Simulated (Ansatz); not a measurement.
The cluster Al2Si, relaxed as a singlet with RKS B3LYP-D4/def2-TZVP in Ansatz, starting from the GFN2-xTB geometry. Force threshold 0.02 eV/Å.

The restricted singlet is unstable towards broken spin symmetry at other levels; at B3LYP-D4/def2-TZVP this wasn't settled. At B3LYP-D4/def2-TZVP a triplet of charge 0 lies 0.13 eV below the restricted singlet, each at its own geometry. The structure comes from a short search, and lower isomers may exist.

Start:

```csv
atom,x (Å),y (Å),z (Å)
Al1,0.7332,-0.4104,1.3139
Al2,0.1060,-0.5386,-1.4603
Si3,-0.8391,0.9489,0.1464
```

(1) Estimate the energy that the relaxation releases and the steps that it takes.

(2) Does the start keep its bonding and symmetry?

(3) Predict the relaxed structure.

Answers

(1) 2.8 kcal/mol, in 4 steps; 2.1 s on 4 threads of Arm Neoverse V2 on a shared host. No frequencies were taken in this run, so the end may be a saddle point.

(2) By distances, no bond broke or formed. The bond that changes most is Al1–Al2, from 2.85 to 2.50 Å (atoms count from 1). Point group C2v at the start, C2v at the end, both within 0.05 Å.

(3) 
Cartesian coordinates in Å:
```
Al 0.717 -0.443 1.142
Al 0.166 -0.555 -1.296
Si -0.883 0.999 0.154
```
Bond lengths (bridged metal pairs left out): 2 × Al–Si 2.37 Å; 1 × Al–Al 2.50 Å.
